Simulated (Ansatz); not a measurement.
What does this script print? It uses the Python package of Ansatz (0.2.0).

`c2h2fn_methods.py`:
```python
import ansatz as az

BASIS = "cc-pVDZ"

molecule = (
    az.Crystal.molecule()
    .atom("F", [-0.0666, -1.7629, 0.4499])
    .atom("C", [0.078, -0.4016, 0.6098])
    .atom("C", [0.5328, 0.3077, -0.4305])
    .atom("N", [-0.6044, 0.5966, 0.0388])
    .atom("H", [0.782, -0.2275, -1.357])
    .atom("H", [-0.6798, 1.4236, 0.6429])
)

calculation = molecule.calculation().basis(gaussian=BASIS)

methods = ["mp2", "ccsd", "ccsd_t"]
reports = [calculation.correlation(m).run(threads=1).report for m in methods]
print(f"Hartree-Fock reference {reports[0]['reference_energy_ev'] / 27.211386246:.6f} Ha")
best = reports[-1]["free_energy_ev"] - reports[-1]["reference_energy_ev"]
for method, each in zip(methods, reports):
    gained = each["free_energy_ev"] - each["reference_energy_ev"]
    print(f"{method:8s} total {each['free_energy_ev'] / 27.211386246:.6f} Ha  correlation {gained:9.4f} eV  ({100 * gained / best:.1f} % of the last)")
```

```console
$ python c2h2fn_methods.py
Hartree-Fock reference -230.532865 Ha
mp2      total -231.152662 Ha  correlation  -16.8655 eV  (93.0 % of the last)
ccsd     total -231.173479 Ha  correlation  -17.4320 eV  (96.1 % of the last)
ccsd_t   total -231.199586 Ha  correlation  -18.1424 eV  (100.0 % of the last)
```

Notes:
- Total energies depend on the basis set; only differences at equal settings carry meaning.
- The geometry is a force-field or estimated start, not a minimum of this method, and the basis set is short of its limit. A lower total doesn't mark the better method: functionals have no common bound, and MP2 and coupled cluster aren't variational.
- Inner cores stay frozen, so this is valence correlation.
- Hardware and time: 6.8 s on 1 thread of Arm Neoverse V1, with other jobs on the host, peak memory 0.23 GiB.
